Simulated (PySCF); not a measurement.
# N: ionisation energy

N [He] 2s2 2p3 (4S) → N+ [He] 2s2 2p2 (3P), as a difference of total energies. Calculation: PySCF 2.14, in aug-cc-pwCVDZ (5s4p2d, 27 functions); no relativity, point nucleus. Correlated levels: valence and next inner shell: nothing frozen. The calculations carry no spin-orbit coupling.

```
                                method  ionisation energy (eV)
                                   UHF                  13.921
    MP2 (valence and next inner shell)                  14.487
SCS-MP2 (valence and next inner shell)                  14.257
   CCSD (valence and next inner shell)                  14.356
CCSD(T) (valence and next inner shell)                  14.366
  CCSDT (valence and next inner shell)                  14.366
```

Problem. How much does correlation contribute at CCSD(T) (valence and next inner shell)?

Solution. 14.366 − (13.921) = 0.445 eV, measured against UHF.

A first-order spin-orbit estimate (lowest level to lowest level, LS coupling) adds -0.011 eV.

Errors of the correlated levels include the incompleteness of this basis.

For comparison: 14.534 eV (measured; NIST Atomic Spectra Database, ionization energies).
